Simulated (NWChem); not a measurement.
# C2H6 (ethane): M06-HF-D3(0)/4-31G (Cartesian functions)

What is the energy change on altering one bond length of C2H6 (ethane) at M06-HF-D3(0)/4-31G (Cartesian functions)? 

The results are computed with NWChem 7.3.0.

2 further runs of the same task are left out: 1 that didn't finish, 1 set aside as unsound or not needed.

### 1 The system as given

The species is C2H6 (8 atoms), meant as a singlet with charge 0. As SMILES, `CC`. Geometry: relaxed at PBE0-D4/def2-TZVP.

Bond lengths: C1–C2 1.519 Å, C1–H3 1.093 Å, C1–H4 1.093 Å, C1–H5 1.093 Å, C2–H6 1.093 Å, C2–H7 1.093 Å, C2–H8 1.093 Å. Some angles: C1–C2–H6 111.4°, C1–C2–H7 111.4°, C1–C2–H8 111.4°, C2–C1–H3 111.4°, C2–C1–H4 111.4°, C2–C1–H5 111.4°, H6–C2–H7 107.5°, H6–C2–H8 107.5°, H7–C2–H8 107.5°, H3–C1–H4 107.5°.

### 2 Energy and one-electron properties at M06-HF-D3(0)/4-31G (Cartesian functions)

Input file c2h6.nw:

```
start c2h6
title "C2H6 properties"
memory stack 880 mb heap 220 mb global 1100 mb

geometry units au noautosym nocenter noautoz
  C  -0.61756250  0.24982179 -1.27084082
  C   0.61756250 -0.24982179  1.27084082
  H   0.13322569 -1.00079896 -2.73235500
  H  -2.65903363 -0.04856596 -1.18863773
  H  -0.29971056  2.19246025 -1.89426147
  H  -0.13303672  1.00079896  2.73235500
  H   2.65903363  0.04837699  1.18844876
  H   0.29952159 -2.19227128  1.89445044
end

basis cartesian
  * library 4-31G
end

dft
  xc m06-hf
  disp vdw 3
  grid fine
  convergence energy 1e-08
  direct
  print medium
end

property
  esp
  efieldgrad
  quadrupole
  electrondensity
  efield
end

task dft property
```

Started as:

```console
$ nwchem c2h6.nw > c2h6.out
```

What it wrote:

```text
Northwest Computational Chemistry Package (NWChem) 7.3.0
             --------------------------------------------------------

           Job information
           ---------------

    nwchem branch   = 7.3.0
    use scalapack   = T
    input           = c2h6.nw
    prefix          = c2h6.
    data base       = ./c2h6.db
    status          = startup
    nproc           =        1

           Memory information
           ------------------

    heap     =     28835838 doubles =      220.0 Mbytes
    stack    =    115343355 doubles =      880.0 Mbytes
    global   =    144179200 doubles =     1100.0 Mbytes (distinct from heap & stack)
    total    =    288358393 doubles =     2200.0 Mbytes
    verify   = yes
    hardfail = no

           Directory information
           ---------------------

  0 permanent = .
  0 scratch   = .

                                NWChem Input Module
                                -------------------

                                  C2H6 properties
                                  ---------------

                             Geometry "geometry" -> ""
                             -------------------------

 Output coordinates in a.u. (scale by  1.000000000 to convert to a.u.)

  No.       Tag          Charge          X              Y              Z
 ---- ---------------- ---------- -------------- -------------- --------------
    1 C                    6.0000    -0.61756250     0.24982179    -1.27084082
    2 C                    6.0000     0.61756250    -0.24982179     1.27084082
    3 H                    1.0000     0.13322569    -1.00079896    -2.73235500
[... 4 lines of this table left out ...]
    8 H                    1.0000     0.29952159    -2.19227128     1.89445044

      Atomic Mass
      -----------

      C                 12.000000
      H                  1.007825

 Effective nuclear repulsion energy (a.u.)      42.3285295150

            Nuclear Dipole moment (a.u.)
            ----------------------------
        X                 Y               Z
 ---------------- ---------------- ----------------
    -0.0000000000    -0.0000000000    -0.0000000000

            XYZ format geometry
            -------------------
     8
 geometry
 C                    -0.32680002     0.13220001    -0.67250005
 C                     0.32680002    -0.13220001     0.67250005
 H                     0.07050000    -0.52960004    -1.44590010
[... 4 lines of this table left out ...]
 H                     0.15850001    -1.16010009     1.00250007

 ==============================================================================
                                internuclear distances
 ------------------------------------------------------------------------------
       center one      |      center two      | atomic units |       a.u.
 ------------------------------------------------------------------------------
    2 C                |   1 C                |     2.86973  |     2.86973
    3 H                |   1 C                |     2.06489  |     2.06489
    4 H                |   1 C                |     2.06480  |     2.06480
    5 H                |   1 C                |     2.06483  |     2.06483
    6 H                |   2 C                |     2.06482  |     2.06482
    7 H                |   2 C                |     2.06478  |     2.06478
    8 H                |   2 C                |     2.06474  |     2.06474
 ------------------------------------------------------------------------------
                         number of included internuclear distances:          7
 ==============================================================================

 ==============================================================================
                                 internuclear angles
 ------------------------------------------------------------------------------
        center 1       |       center 2       |       center 3       |  degrees
 ------------------------------------------------------------------------------
    2 C                |   1 C                |   3 H                |   111.40
    2 C                |   1 C                |   4 H                |   111.41
    2 C                |   1 C                |   5 H                |   111.41
    3 H                |   1 C                |   4 H                |   107.47
    3 H                |   1 C                |   5 H                |   107.47
    4 H                |   1 C                |   5 H                |   107.47
    1 C                |   2 C                |   6 H                |   111.41
    1 C                |   2 C                |   7 H                |   111.41
    1 C                |   2 C                |   8 H                |   111.41
    6 H                |   2 C                |   7 H                |   107.47
    6 H                |   2 C                |   8 H                |   107.46
    7 H                |   2 C                |   8 H                |   107.47
 ------------------------------------------------------------------------------
                            number of included internuclear angles:         12
 ==============================================================================

 Summary of "ao basis" -> "" (cartesian)
 ------------------------------------------------------------------------------
       Tag                 Description            Shells   Functions and Types
 ---------------- ------------------------------  ------  ---------------------
 *                           4-31G                    on all atoms

                              NWChem Property Module
                              ----------------------

                                  C2H6 properties
[... 2 lines left out ...]
  convergence criterion.
[... 41 lines left out ...]
          Convergence on energy requested:  1.00D-08
          Convergence on density requested:  1.00D-05
          Convergence on gradient requested:  5.00D-04
[... 19 lines left out ...]
          Spatial weights used:  Erf1
[... 1 line left out ...]
          Convergence Information
[... 1 line left out ...]
          Convergence aids based upon iterative change in
          total energy or number of iterations.
[... 53 lines left out ...]
   convergence    iter        energy       DeltaE   RMS-Dens  Diis-err    time
[... 9 lines left out ...]
         Total DFT energy =      -79.705781238053
      One electron energy =     -189.219156946682
           Coulomb energy =       80.238753611247
    Exchange-Corr. energy =      -13.053867991582
 Nuclear repulsion energy =       42.328529514995
[... 7 lines left out ...]
                       DFT Final Molecular Orbital Analysis
[... 352 lines left out ...]
 Electric field gradient in molecular frame (a.u.)
         XX             YY             ZZ             XY             XZ             YZ
 ------------------------------------------------------------------------------------------
        0.012161       0.024888      -0.037049       0.006138      -0.031311       0.012643

 Principal components (a.u.) and orientation
 of principal axis w.r.t. absolute frame                      Asymmetry parameter eta
 --------------------------------------------------------------------------------------
       -0.054746       0.027380       0.027366                       0.000257

        0.430448       0.795435       0.426611
       -0.173795      -0.390755       0.903939
        0.885726      -0.463242      -0.029957

 ------------------------------------------------------------
   Atom      X         Y         Z
 ------------------------------------------------------------
    3 H    0.13323  -1.00080  -2.73236
 ------------------------------------------------------------

 Electric field gradient in molecular frame (a.u.)
         XX             YY             ZZ             XY             XZ             YZ
 ------------------------------------------------------------------------------------------
        0.096005      -0.016090      -0.079916       0.109079       0.121739      -0.204720

 Principal components (a.u.) and orientation
 of principal axis w.r.t. absolute frame                      Asymmetry parameter eta
 --------------------------------------------------------------------------------------
       -0.319474       0.163207       0.156268                       0.021720

       -0.366046       0.708399      -0.603475
        0.607372       0.673181       0.421814
        0.705060      -0.212131      -0.676677

 ------------------------------------------------------------
   Atom      X         Y         Z
 ------------------------------------------------------------
    4 H   -2.65903  -0.04857  -1.18864
 ------------------------------------------------------------

 Electric field gradient in molecular frame (a.u.)
         XX             YY             ZZ             XY             XZ             YZ
 ------------------------------------------------------------------------------------------
       -0.308453       0.152615       0.155838      -0.069298       0.020348       0.004704

 Principal components (a.u.) and orientation
 of principal axis w.r.t. absolute frame                      Asymmetry parameter eta
 --------------------------------------------------------------------------------------
       -0.319555       0.163246       0.156309                       0.021710

        0.988391      -0.130029       0.078583
        0.145497       0.959012      -0.243159
       -0.043745       0.251770       0.966798

 ------------------------------------------------------------
   Atom      X         Y         Z
 ------------------------------------------------------------
    5 H   -0.29971   2.19246  -1.89426
 ------------------------------------------------------------

 Electric field gradient in molecular frame (a.u.)
         XX             YY             ZZ             XY             XZ             YZ
 ------------------------------------------------------------------------------------------
        0.149586      -0.264962       0.115376      -0.071576       0.019469       0.134674

 Principal components (a.u.) and orientation
 of principal axis w.r.t. absolute frame                      Asymmetry parameter eta
 --------------------------------------------------------------------------------------
       -0.319527       0.163234       0.156294                       0.021719

        0.156049       0.838448       0.522162
        0.941550      -0.286048       0.177931
       -0.298550      -0.463876       0.834079

 ------------------------------------------------------------
   Atom      X         Y         Z
 ------------------------------------------------------------
    6 H   -0.13304   1.00080   2.73236
 ------------------------------------------------------------

 Electric field gradient in molecular frame (a.u.)
         XX             YY             ZZ             XY             XZ             YZ
 ------------------------------------------------------------------------------------------
        0.096055      -0.016114      -0.079941       0.109081       0.121739      -0.204775

 Principal components (a.u.) and orientation
 of principal axis w.r.t. absolute frame                      Asymmetry parameter eta
 --------------------------------------------------------------------------------------
       -0.319538       0.163238       0.156300                       0.021711

       -0.365963       0.708595      -0.603295
        0.607406       0.673016       0.422029
        0.705074      -0.211998      -0.676703

 ------------------------------------------------------------
   Atom      X         Y         Z
 ------------------------------------------------------------
    7 H    2.65903   0.04838   1.18845
 ------------------------------------------------------------

 Electric field gradient in molecular frame (a.u.)
         XX             YY             ZZ             XY             XZ             YZ
 ------------------------------------------------------------------------------------------
       -0.308478       0.152638       0.155840      -0.069259       0.020389       0.004708

 Principal components (a.u.) and orientation
 of principal axis w.r.t. absolute frame                      Asymmetry parameter eta
 --------------------------------------------------------------------------------------
       -0.319571       0.163256       0.156315                       0.021721

        0.988401      -0.129928       0.078629
        0.145406       0.959051      -0.243059
       -0.043829       0.251673       0.966819

 ------------------------------------------------------------
   Atom      X         Y         Z
 ------------------------------------------------------------
    8 H    0.29952  -2.19227   1.89445
 ------------------------------------------------------------

 Electric field gradient in molecular frame (a.u.)
         XX             YY             ZZ             XY             XZ             YZ
 ------------------------------------------------------------------------------------------
        0.149612      -0.264992       0.115381      -0.071633       0.019495       0.134745

 Principal components (a.u.) and orientation
 of principal axis w.r.t. absolute frame                      Asymmetry parameter eta
 --------------------------------------------------------------------------------------
       -0.319612       0.163276       0.156337                       0.021711

        0.156140       0.838483       0.522080
        0.941506      -0.286154       0.177996
       -0.298642      -0.463749       0.834116

          ---------------------
          Electron/spin density
          ---------------------

 1 a.u. = 4.80286 10**(-10) esu

 Total electron density
 ----------------------
   Point      X         Y         Z      Density (a.u.)
    1 C   -0.61756   0.24982  -1.27084     106.648532
    2 C    0.61756  -0.24982   1.27084     106.648557
    3 H    0.13323  -1.00080  -2.73236       0.418942
[... 4 lines of this table left out ...]
    8 H    0.29952  -2.19227   1.89445       0.418982

 Task  times  cpu:        2.8s     wall:        2.8s
 Total times  cpu:        3.4s     wall:        3.4s
```

Run time: 3.9 s. Hardware: 1 thread of INTEL XEON PLATINUM 8581C at 2.10GHz (Emerald Rapids), shared host; peak memory 0.12 GiB.

(Part 1 of 2 ends here.)
